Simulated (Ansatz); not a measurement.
## Other spins and charges of NH3⁺, doublet at one geometry

Geometry (PBE0/def2-TZVP stationary point for this spin, not checked as a minimum):

```csv
atom,x (Å),y (Å),z (Å)
N,0.0000,0.0000,0.0000
H,1.0240,0.0138,-0.0001
H,-0.5239,0.8799,-0.0028
H,-0.5001,-0.8937,0.0028
```

Basis 6-31G; Ansatz 0.2.0. Correlated methods freeze the noble-gas cores. Prefix R: restricted or restricted open-shell reference; prefix U: unrestricted. Active spaces: valence = (7e, 7o) chosen from the atoms' valence shells.

Gaps are energies of the second state less the first, at fixed atoms, for a selection of the levels run; each method lands on the state that its own search finds for that charge and spin.

Coupled cluster chose its determinant by a search with trial CCSD, here up to 0.36 eV above the lowest Hartree–Fock solution of its kind. For open shells CISD and CISDTQ are restricted-active-space CI with the open shells as a complete middle space.

Question: PBE gives 14.748 eV for quartet less doublet. Estimate what full CI gives in 6-31G.

Answer: Full CI in 6-31G gives 14.869 eV, so against it PBE is off by -0.121 eV, of which a good part can be the reference's own basis and frozen-core error.

Large singles or doubles amplitudes warn of static correlation in the NH3⁺ quartet.

| level | gap (eV) | error (meV) |
| --- | --- | --- |
| UHF | 14.424 | -445 |
| UMP2 | 15.022 | 153 |
| UCCSD | 14.931 | 62 |
| UCCSD(T) | 14.902 | 33 |
| RCCSDT | 14.868 | -1 |
| CISDTQ | 14.869 | 0 |
| RCCSDT(Q) | 14.869 | 0 |
| RCCSDTQ | 14.869 | 0 |
| CASSCF (valence space) | 15.239 | 370 |
| NEVPT2 (valence space) | 15.058 | 189 |
| MRCISD (valence space) | 14.996 | 127 |
| MRCISD+Q (valence space) | 14.986 | 117 |
| r2SCAN | 14.914 | 45 |
| PBE0 | 14.934 | 65 |
| B3LYP | 14.921 | 52 |
| wB97M-V | 15.081 | 212 |
| B2PLYP | 15.030 | 161 |
| RPA-PBE | 14.556 | -313 |

In so small a basis the reference is far from its limit while semilocal and hybrid functionals are nearer theirs (RPA and double hybrids share part of the reference's basis error), so the functionals' errors here hold much of the reference's basis and frozen-core error, which can add to them or hide them. The set has no polarisation functions, which weighs most on the reference.

Full CI is exact within this basis and frozen core; it isn't the basis-set limit. The frozen core follows each run's orbitals, which can shift R against U totals by a few meV.
